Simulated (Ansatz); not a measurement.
# C2H2FNO: small, medium and large basis sets

How large a basis does C2H2FNO need? Two functionals are run in growing sets.

Computed with Ansatz 0.2.0, Gaussian basis. Level: one geometry, several basis sets.

The runs, in order: PBE0-D4/def2-SVP; ωB97M-V/def2-SVP; PBE0-D4/def2-QZVPP; ωB97M-V/def2-QZVPP; the functionals' def2-TZVPP values are taken from earlier runs.

### Step 1. Structure used throughout

All runs share one geometry, relaxed beforehand with PBE0-D4 in a triple-zeta def2 set.

SMILES `FC1=NCO1`, 7 atoms, charge 0, spin multiplicity 1.

Atoms are counted from 1 here; the program's logs count them from 0.

Bond lengths: F1–C2 1.291 Å, C2–N3 1.270 Å, C2–O5 1.336 Å, N3–C4 1.465 Å, C4–O5 1.481 Å, C4–H6 1.089 Å, C4–H7 1.089 Å. Angles: F1–C2–N3 132.4°, F1–C2–O5 120.4°, N3–C2–O5 107.2°, C2–N3–C4 82.4°, N3–C4–O5 90.8°, N3–C4–H6 114.9°, N3–C4–H7 114.9°, O5–C4–H6 110.1°, O5–C4–H7 110.1°, H6–C4–H7 113.7°, C2–O5–C4 79.6°.

### Step 2. PBE0-D4 in def2-SVP

in.yaml reads:

```yaml
crystal:
  periodic: [false, false, false]
  atoms:
    - {symbol: F, position_ang: [-1.048516, -1.965566, 0.441606]}
    - {symbol: C, position_ang: [-0.514672, -0.825603, 0.153584]}
    - {symbol: N, position_ang: [-0.970220, 0.214189, -0.416460]}
    - {symbol: C, position_ang: [0.388609, 0.705660, -0.172684]}
    - {symbol: O, position_ang: [0.759361, -0.577432, 0.468200]}
    - {symbol: H, position_ang: [0.459786, 1.518107, 0.548555]}
    - {symbol: H, position_ang: [0.986951, 0.862646, -1.068600]}
basis:
  gaussian: {orbitals: def2-SVP}
hamiltonian: {xc: pbe0, dispersion: d4}
output: {orbitals: {seedname: orbitals}}
```

Started as:

```console
$ ansatz run in.yaml --threads 2 --pin off --events-out ev --progress --plain --max-ram 4352MiB
```

Further steps of the session: ωB97M-V in def2-SVP; PBE0-D4 in def2-QZVPP; ωB97M-V in def2-QZVPP.

Before running them: what should the planned runs give, taken together? Wanted: PBE0-D4: double and triple zeta above quadruple; ωB97M-V: double and triple zeta above quadruple.

The runs gave:

| quantity | value |
| --- | --- |
| PBE0-D4: double and triple zeta above quadruple | 10.25, 0.44 eV |
| ωB97M-V: double and triple zeta above quadruple | 10.49, 0.41 eV |

**Reading.** PBE0-D4 gains 9.81 eV from double to triple zeta, then 0.44 eV more. Total energies overstate the basis error of differences, where much of it tends to cancel. The LUMO of ωB97M-V is positive and keeps falling with the basis (3.12 to 1.93 eV): an unbound level that the basis holds in place.
